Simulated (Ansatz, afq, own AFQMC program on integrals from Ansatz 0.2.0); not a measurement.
# BSiH2, doublet: AFQMC among the cluster methods

| atom | x (Å) | y (Å) | z (Å) |
| --- | --- | --- | --- |
| Si | 0.0000 | 0.0000 | 0.6345 |
| B | 0.0000 | 0.0000 | -1.2907 |
| H | 0.0000 | -1.0258 | -1.9185 |
| H | 0.0000 | 1.0258 | -1.9185 |

Connectivity, by distances: Si–BH2.

Basis cc-pVDZ. Noble-gas cores (and the filled d shells of Ga–Kr and In–Xe) are frozen. AFQMC by an in-house program on the Cholesky factors that Ansatz 0.2.0 writes for its CCSD(T) run. The CISD trial takes its coefficients from CCSD amplitudes. Released means that phaseless walkers are propagated on without the constraint, phases kept. Free AFQMC starts from the CCSD state and is never constrained. Its projection time is finite, and what remains of the start isn't in its error. Error bars are statistical, one sigma.

Determinant: UHF, the one that the program's search chose, which needn't be the lowest solution. The geometry is a point of a scan.

No full CI on the walks' own integrals is used here; CCSDT(Q) serves as the reference and is uncertain by about the last step of the cluster series.

Cautions: an unrestricted solution with more broken spin lies lower (13 meV, ⟨S²⟩ 0.92); the released energies are still falling, so no released level is given (meV from the phaseless value at times in 1/Eh: -13 ± 9 at 0.24, -13 ± 10 at 0.51, -30 ± 8 at 0.99, -45 ± 10 at 1.62, -61 ± 14 at 2.40), though the last usable value meets CCSDT(Q) within the noise.

```
T1 diagnostic                               : 0.0230
weight of the determinant in the CISD state : 0.875
⟨S²⟩ of the determinant                     : 0.760
size of the correlated space                : 9 electrons in 36 orbitals
```

```
  level  correlation energy (eV)
    MP2                  -3.9454
   CCSD                  -4.9766
CCSD(T)                  -5.1200
```

**Question.** Estimate where phaseless AFQMC with the Hartree–Fock trial lies against CCSD(T) on the same integrals.

**Answer.** 81.4 ± 46.3 meV above CCSD(T). The gap is under twice the noise, so this walk alone can't tell the two apart.

Reference: CCSDT(Q), correlation energy -5.161 eV.

```csv
level,E − E(reference) (meV),share of correlation (%)
CCSD(T),40.6,99.21
CCSDT,7.6,99.85
ph-AFQMC/HF,121.9 ± 46.3,97.64
ph-AFQMC/CISD,37.5 ± 7.9,99.27
free AFQMC,2.2 ± 19.7,99.96
```

Free projections are given only where their last times agree within the noise and don't stop above the reference; a slow remainder of the start can still hide under it. A walk keeps the symmetry of its determinant, which the program's search chose and which needn't be the lowest solution, so a lower state of the same spin and another symmetry isn't excluded.
